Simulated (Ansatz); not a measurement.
## Ansatz (development build ahead of 0.2.0) run

```yaml
crystal:
  periodic: [false, false, false]
  atoms:
    - { symbol: Al, position_ang: [0.0, 0.0, -0.82] }
    - { symbol: O, position_ang: [0.0, 0.0, 0.82] }
basis:
  gaussian: { orbitals: def2-SVP }
total_charge: -1
hamiltonian:
  xc: hf
correlation:
  method: mp2
  frozen_orbitals: { Al: 5, O: 1 }
```

The input is written out in the form of the current development build from the run's settings.

Output:

```
Converged                                                          : yes
Reference energy                                                   : -316.63821 hartree
Correlation energy                                                 : -0.26040 hartree
Total energy                                                       : -316.89862 hartree
Spin squared of the determinant                                    : 0.000
Stability test                                                     : minimum among restricted orbitals
Occupied orbitals by symmetry in an Abelian subgroup (alpha; beta) : 7 A1 2 B1 2 B2; 7 A1 2 B1 2 B2
```

Messages of the program:
```
mean field -8616.16472318 eV, -316.6382133306 hartree, gradient 2.0e-6 eV, S^2 0.000000; 0 other ends of a descent, 0 dependent functions left out
```

Caution: no diffuse functions for an anion.
